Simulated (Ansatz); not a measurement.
# [Cl···H···Br], doublet: the ladder up to UCCSDT(Q)

Geometry: a point of a hydrogen-transfer path between rigid fragments, not a stationary point.

```xyz
3

Cl    0.0000    0.0000   -1.7980
H     0.0000    0.0000    0.0250
Br    0.0000    0.0000    1.7730
```

Basis cc-pVTZ; Ansatz 0.2.0. Correlated methods freeze the noble-gas cores and the filled d shells of p-block atoms, which leaves 15 electrons in 72 orbitals. Prefix R: restricted or restricted open-shell reference; prefix U: unrestricted. Active spaces: pair = (3e, 3o) about the gap; valence = (15e, 9o) chosen from the atoms' valence shells. No spin–orbit coupling is included, and no scalar relativity.

Full CI isn't at hand for all of this; UCCSDT(Q) serves as the reference, and is uncertain by the last step of the cluster series or more. The frozen core follows each run's orbitals, which can shift R against U totals by a few meV for light atoms and by up to 0.1 eV past Ca.

Unrestricted rows (U) aren't spin-pure: their determinants' ⟨S²⟩ exceeds S(S+1) by up to 0.13, so they mix in states of higher spin.

```
UHF ⟨S²⟩                          : 0.875
T1 diagnostic (RCCSD)             : 0.0331
largest doubles amplitude (RCCSD) : 0.101
T1 diagnostic (UCCSD)             : 0.0222
```

| level | E − E(UCCSDT(Q)) (kcal/mol) | wall time |
| --- | --- | --- |
| UHF | 253.01 | – |
| UMP2 | 39.44 | – |
| UCCSD | 10.75 | – |
| UCCSD(T) | 1.43 | 30 s |
| UCCSDT | 0.45 | – |

Run but not shown, since their state, orbitals or frozen core can't be matched to the reference's or they repeat it: RHF, RMP2, RCCSD, RCCSD(T), BCCD(T), RCCSDT, RCCSDT(Q), CASSCF (pair space), NEVPT2 (pair space), MRCISD (pair space), MRCISD+Q (pair space), CASSCF (valence space), NEVPT2 (valence space), MRCISD (valence space), MRCISD+Q (valence space).

Times hold each run's SCF and search for its determinant on a shared host, so for small cases they say little of a method's own cost; they ran on 1 thread of AMD EPYC 7R13.
